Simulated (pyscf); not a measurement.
A first-order saddle from PySCF, ωB97X-D3(BJ)/def2-SVP:

```xyz
7

P      0.9054    -0.7985    -0.3722
H      0.9105     1.0077     0.6911
H      1.4918    -1.7672     0.4962
H     -0.4155    -1.3328    -0.2685
O      0.5238     1.1280     1.6837
H      0.4282     0.0632     1.4971
H     -0.3806     1.4699     1.5408
```
Charge 0, spin multiplicity 1.

Surface: singlet, charge 0. Lowest wavenumbers (cm⁻¹): 1443i, 230, 355, 386, 391.

Question: Which two sides does it connect, and which bonds change?

Answer: `[PH3]` + `[OH2]` ⇌ `[PH3]` + `[OH2]`, a four-centre exchange read from left to right: H–P, H–O broken and H–P, H–O formed. At CCSD(T)/def2-TZVPP + ΔMP2(QZVPP) it lies +59.4 kcal/mol from the left side and +59.4 kcal/mol from the right (each side as separated species at their lowest minima found). One saddle was located; it need not be the lowest between these sides. The CCSD(T) − MP2 part came from Ansatz, without density fitting, on the same reference.
